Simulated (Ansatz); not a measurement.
Start from `C#CC(C)(C)F` and change one atom or group to get `CC(C)(F)F`.

Ansatz, PBE0-D4/def2-TZVP geometries, multiplicity 1. 

| property | `C#CC(C)(C)F` |
| --- | --- |
| HOMO–LUMO gap (ωB97M-V/def2-TZVPP) / eV | 12.92 |
| HOMO energy (ωB97M-V/def2-TZVPP) / eV | -10.35 |
| size of the dipole moment (PBE/def2-TZVPP) / D | 1.79 |
| zero-point energy (PBE0-D4/def2-TZVP) / kJ/mol | 275.0 |
| HOMO energy (PBE0/def2-TZVPP) / eV | -8.06 |
| HOMO–LUMO gap (PBE/def2-TZVPP) / eV | 6.21 |

(1) What does the change do to each property? (Estimate.)

Answers

(1) The calculation gave: 
```json
{"property": "HOMO–LUMO gap (ωB97M-V/def2-TZVPP) / eV", "`CC(C)(F)F`": "14.48", "shift": "1.56"}
{"property": "HOMO energy (ωB97M-V/def2-TZVPP) / eV", "`CC(C)(F)F`": "-11.88", "shift": "-1.53"}
{"property": "size of the dipole moment (PBE/def2-TZVPP) / D", "`CC(C)(F)F`": "2.18", "shift": "0.39"}
{"property": "zero-point energy (PBE0-D4/def2-TZVP) / kJ/mol", "`CC(C)(F)F`": "230.7", "shift": "-44.3"}
{"property": "HOMO energy (PBE0/def2-TZVPP) / eV", "`CC(C)(F)F`": "-9.47", "shift": "-1.41"}
{"property": "HOMO–LUMO gap (PBE/def2-TZVPP) / eV", "`CC(C)(F)F`": "8.17", "shift": "1.96"}
```

With PBE0 the HOMO falls by 1.41 eV and the LUMO rises by 0.74 eV, so the gap widens by about 2.15 eV. PBE moves the HOMO by -0.93 eV and ωB97M-V by -1.53 eV. The zero-point energy changes by -44.3 kJ/mol with -6 modes. Dipoles are sizes alone; their direction can turn.
